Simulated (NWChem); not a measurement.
# MP2/def2-SVP run of CH3NaS (SMILES C[S][Na])

What is the vertical ionisation energy of CH3NaS at MP2/def2-SVP? 

The results are computed with NWChem 7.3.0.

## 1. The structure to begin with

CH3NaS: 6 atoms, total charge 0, spin state singlet. As SMILES, `C[S][Na]`. The coordinates come from a PBE0-D4/def2-TZVP relaxation.

Bond lengths: C1–S2 1.822 Å, S2–Na3 2.478 Å, C1–H4 1.092 Å, C1–H5 1.092 Å, C1–H6 1.092 Å. Angles: C1–S2–Na3 107.5°, S2–C1–H4 108.5°, S2–C1–H5 112.2°, S2–C1–H6 112.2°, H4–C1–H5 107.6°, H4–C1–H6 107.6°, H5–C1–H6 108.6°.

## 2. The energy at MP2/def2-SVP

a.nw reads:

```
start a
title "CH3NaS"
memory total 2200 mb
charge 0

geometry units angstroms noautosym nocenter noautoz
 C     -0.413100     0.331700    -0.391900
 S     -0.168900    -1.222400     0.527100
 Na     2.035300    -1.083000     1.651500
 H     -1.385700     0.292700    -0.886900
 H      0.344900     0.476700    -1.165000
 H     -0.412500     1.204300     0.265200
end

basis "ao basis" spherical bse
 C library def2-SVP
 S library def2-SVP
 Na library def2-SVP
 H library def2-SVP
end

scf
 thresh 1e-08
 maxiter 80
 print low
end

mp2
 freeze core 7
 tight
end

task mp2 energy
```

Command:

```
$ nwchem a.nw > a.out
```

Output:

```text
[...]
  functions       =    62
[...]
  wavefunction    = RHF
[...]
         Total SCF energy =   -598.803359020549
      One-electron energy =  -1031.779131238257
      Two-electron energy =    332.948725694298
 Nuclear repulsion energy =    100.027046523410
        Time for solution =      4.2s
[...]
          Total MP2 energy          -599.086985393072
[...]
```

Wall time 6 s (1 thread of Intel Xeon Platinum 8488C (Sapphire Rapids), shared host); peak memory 0.13 GiB.

## 3. The doublet cation at the same level

geom.nw reads:

```
START geom
TITLE "CH3NaS"
memory stack 880 mb heap 220 mb global 1100 mb
charge 1

GEOMETRY units angstroms noautosym nocenter noautoz
  C     -0.413100     0.331700    -0.391900
  S     -0.168900    -1.222400     0.527100
  Na     2.035300    -1.083000     1.651500
  H     -1.385700     0.292700    -0.886900
  H      0.344900     0.476700    -1.165000
  H     -0.412500     1.204300     0.265200
END

BASIS spherical bse
  * library def2-SVP
END

SCF
  doublet
  uhf
  thresh 1e-08
  maxiter 80
  print low
END

MP2
  freeze core 7
  tight
END

TASK mp2 energy
```

Command:

```
$ nwchem geom.nw > geom.out
```

Output:

```text
[...]
  functions       =    62
[...]
  wavefunction    = UHF
[...]
         Total SCF energy =   -598.597344319053
      One electron energy =  -1022.321206288649
      Two electron energy =    323.696815446186
 Nuclear repulsion energy =    100.027046523410
                       Sz =      0.5000
                 Sz(Sz+1) =      0.7500
                      S^2 =      0.7592
[...]
          Total MP2 energy          -598.851459673321
[...]
```

Run time: 9.9 s. Hardware: 1 thread of Intel Xeon Platinum 8488C (Sapphire Rapids), shared host; peak memory 0.13 GiB.

## 4. Results

At MP2/def2-SVP, 7 core orbitals frozen:

| quantity | value |
| --- | --- |
| singlet CH3NaS: total energy | -599.08699 Eh |
| singlet CH3NaS: correlation energy (7 core orbitals frozen) | -283.6 mEh |
| doublet cation: total energy | -598.85146 Eh |
| doublet cation: correlation energy (7 core orbitals frozen) | -254.1 mEh |
| doublet cation: ⟨S²⟩ of the reference determinant | 0.759 |
| vertical ionisation energy (to the doublet cation) | 6.409 eV |

In words: The vertical ionisation energy comes to 6.41 eV (618 kJ/mol).
